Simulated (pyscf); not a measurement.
Thermochemistry of product channels of HO–Ti(OH)(F)–F (SMILES [OH][Ti]([OH])([F])[F]) + NH₃ (SMILES N) on the singlet surface, in kcal/mol, from ωB97M-D3(BJ)/def2-TZVP energies (ideal gas, 1 atm, RRHO with modes under 100 cm⁻¹ raised to 100, one conformer, R ln 2 for chiral ones without a mode under 150 cm⁻¹). PySCF, gas phase, ωB97X-D3(BJ)/def2-SVP geometries.

```csv
products,ΔE,ΔH(298 K),ΔG(298 K),ΔG(900 K)
H₂O (SMILES O) + H₂N–Ti(OH)(F)–F (SMILES [NH2][Ti]([OH])([F])[F]),…,+13.3,+13.3,+13.0
H₂N–Ti(OH)(OH)–F (SMILES [NH2][Ti]([OH])([OH])[F]) + HF (SMILES F),+25.7,+24.6,+25.3,+25.5
```

Q: Fill in the missing entries.

A: 
- H₂O (SMILES O) + H₂N–Ti(OH)(F)–F (SMILES [NH2][Ti]([OH])([F])[F]), ΔE: +13.8

These are energies of the channels, which say nothing of barriers.
